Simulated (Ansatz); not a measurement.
# BH2⁺, triplet along the scale of all distances

Starting geometry (PBE0/def2-TZVP stationary point for this spin, not checked as a minimum):

```
atom   x (Å)    y (Å)    z (Å)
   B  0.0000   0.0000  -0.1694
   H  0.0000   0.7106   0.9083
   H  0.0000  -0.7106   0.9083
```

From there all distances are scaled together; atoms are numbered as listed. Energies are in kcal/mol, counted from the starting geometry at the same level. Kohn–Sham curves are unrestricted where that lies lower.

Basis aug-cc-pVTZ; Ansatz 0.2.0. Correlated methods freeze the noble-gas cores.

Full CI is exact within this basis and frozen core; it isn't the basis-set limit.

```
scale of all distances  full CI   PBE  revPBE  r2SCAN  PBE0  B3LYP  CAM-B3LYP  wB97M-V  B2PLYP  RPA-PBE
                 0.885      9.8  10.9    11.1     9.8   9.9    9.7        9.6      9.5     9.3     10.2
                 1.000      0.0   0.0     0.0     0.0   0.0    0.0        0.0      0.0     0.0      0.0
                 1.117      6.0   5.0     4.9     6.1   6.1    6.1        6.4      6.3     6.6      5.5
                 1.313     28.2  26.5    26.3    28.9  29.4   28.7       29.7     29.3    30.2     27.1
                 1.499     47.4  46.4    46.0    49.8  50.0   48.9       50.4     48.3    51.0     45.5
                 1.716     59.8  60.8    60.1    66.6  64.6   63.5       65.4     59.7    65.0     56.9
                 2.033     66.4  71.3    70.1    80.1  75.3   74.1       76.4     67.3    74.2     64.0
                 2.383     69.4  77.6    75.9    87.8  81.7   80.5       82.8     71.9    79.3     68.0
```

Q: Judged by the spread of the error over the points with a reference (largest less smallest), which of these follows full CI best and which worst?

A: Subtracting the full CI column from each: best wB97M-V (errors from -0.3 to 2.5, spread 2.8 kcal/mol), worst r2SCAN (from 0.0 to 18.4, spread 18.4 kcal/mol). Functionals and wave-function methods converge differently with the basis, so part of this is basis effect.

r2SCAN at 2.383 lies 18.4 kcal/mol (27 %) above the reference in this basis. B2PLYP at 2.383 lies 9.9 kcal/mol (14 %) above the reference in this basis. PBE0 at 2.383 lies 12.3 kcal/mol (18 %) above the reference in this basis. B3LYP at 2.383 lies 11.0 kcal/mol (16 %) above the reference in this basis.
